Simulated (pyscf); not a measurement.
# Four-centre exchange: `[NH2][InH2]` + `[H][H]` → `[NH3]` + `[InH3]`

Gas phase, singlet surface, charge 0. Bonds broken: N1–In2, H7–H8. Bonds formed: N1–H7, In2–H8. Single points on ωB97X-D3(BJ)/def2-SVP structures (PySCF, gas phase).

Transition state (Å):

```xyz
8

N      0.6433     0.1134     0.8918
In    -0.0766     0.7873    -1.0511
H      1.4624     0.5568     1.3072
H      0.6804    -0.8848     1.0971
H     -0.8558    -0.4570    -1.9358
H      0.6257     2.2731    -1.5382
H     -0.6316     0.7935     0.9735
H     -1.3866     1.2628     0.5662
```

One imaginary mode, 1302i cm⁻¹; descent along it reached the two sides named, in the forms told below.

```json
[
 {"bond": "N1–In2", "change": "breaks", "reactant side (Å)": "2.017", "saddle": "2.179", "product side": "2.396"},
 {"bond": "H7–H8", "change": "breaks", "reactant side (Å)": "0.761", "saddle": "0.978", "product side": "3.1"},
 {"bond": "N1–H7", "change": "forms", "reactant side (Å)": "3.2", "saddle": "1.447", "product side": "1.020"},
 {"bond": "In2–H8", "change": "forms", "reactant side (Å)": "2.9", "saddle": "2.135", "product side": "1.741"}
]
```

Electronic energies relative to the separated reactants (kJ/mol):

| level | barrier | reaction energy | reverse barrier |
|---|---|---|---|
| ωB97X-D3(BJ)/def2-TZVP | 78.5 | +5.1 | 73.4 |
| PBE/def2-TZVP | 64.3 | +2.7 | 61.6 |
| r²SCAN/def2-TZVP | 67.3 | +5.2 | 62.0 |
| B3LYP-D3(BJ)/def2-TZVP | 77.6 | +2.7 | 74.9 |
| PBE0-D3(BJ)/def2-TZVP | 66.6 | -2.8 | 69.4 |
| M06-2X/def2-TZVP | 81.0 | +16.4 | 64.5 |
| ωB97M-D3(BJ)/def2-TZVP | 80.1 | -3.8 | 84.0 |
| HF/def2-TZVP | 119.7 | -19.7 | 139.4 |

With ωB97M-D3(BJ)/def2-TZVP energies and thermal terms (ideal gas, 1 atm, RRHO with modes under 100 cm⁻¹ raised to 100, one conformer, R ln 2 for chiral ones without a mode under 150 cm⁻¹), in kJ/mol:

| T (K) | ΔH‡ | ΔG‡ | ΔH | ΔG |
|---|---|---|---|---|
| 298 | 82.5 | 117.9 | +6.2 | +2.5 |
| 600 | 78.2 | 155.8 | +0.5 | +1.0 |
| 900 | 77.3 | 194.9 | -3.8 | +2.2 |
| 1200 | 78.0 | 234.0 | -6.8 | +4.7 |

On the product side the descent ends in an adduct with a In–N contact, 90.8 kJ/mol under the separated species and 164.2 kJ/mol under the saddle at ωB97X-D3(BJ)/def2-TZVP. What is counted as broken (In–N) persists as a longer contact in the product adduct; parting that adduct is a step of its own. At the saddle there is also a short H–In contact that neither side keeps. This is the saddle that the search found; another between the same sides may lie lower. Elements past Kr carry the def2 core potentials, without spin-orbit coupling.
